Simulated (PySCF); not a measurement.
[P3]+: from structure and modes to constants

Computed with PySCF, PBE0, basis P def2-TZVP (no relativity, density fitting).

The singlet minimum has D3h symmetry. Masses (u): P 30.97376.

```xyz
3
charge 1 multiplicity 1, angstrom
P     0.6037   -1.0457    0.0000
P    -1.2075    0.0000    0.0000
P     0.6037    1.0457    0.0000
```

Harmonic wavenumbers (cm⁻¹): 509.7 (e', ×2), 681.4 (a1', ×1).

**Question.** Find the principal moments of inertia and the rotational constants. What kind of rotor is it?

**Answer.** About the centre of mass I = 67.74, 67.74, 135.48 u Å². With B = 16.8576/I this gives 0.2489, 0.2489, 0.1244 cm⁻¹. The molecule is an oblate symmetric top.

**Question.** Give the standard entropy (298.15 K, 1 bar) by its translational, rotational, vibrational and spin parts, and Cp.

**Answer.** Sackur–Tetrode with M = 92.92 u gives 165.4; rotation with symmetry number 6 gives 89.1; vibration 6.7; spin R ln 1 = 0.0. The total is 261.1 J/(mol K), and Cp = 4 R + 13.9 = 47.2 J/(mol K).

Other isomers or separated fragments may lie lower.
